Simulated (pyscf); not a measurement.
Single points on ωB97X-D3(BJ)/def2-SVP structures (PySCF, gas phase). MP2 and CC: frozen core, UHF for open shells. ΔMP2 is the change of the MP2 total energy from the triple- to the quadruple-zeta basis.

SMILES: N=C
```xyz
5

C      0.5052     0.1626    -0.2737
N     -0.5821    -0.1734    -0.8298
H      0.6867     1.2257    -0.0433
H      1.3148    -0.5367     0.0101
H     -0.6029    -1.1891    -0.9790
```
Charge 0, spin multiplicity 1.

What are the homolytic bond dissociation enthalpies (298 K) of `[CH2]=[NH]` at CCSD(T)/def2-TZVPP + ΔMP2(QZVPP), weakest first?

H–N to H₂C=N• + H•: 3.82 eV; C–H to •HC=NH + H•: 4.17 eV. Ring and multiple bonds, and those that leave no two simple radicals, are not listed. The radicals are drawn with the spin at the cut bond; how far it spreads was not checked. •HC=NH lies 0.35 eV over its isomer H₂C=N•, and others may lie lower still (electronic energy, ωB97M-D3(BJ)). Other isomers of H₂C=N• were not searched in full and may lie lower. The CCSD(T) − MP2 part came from Ansatz, without density fitting, on the same reference. A UHF reference is spin-contaminated (<S²> up to 0.95), which harms MP2 most.
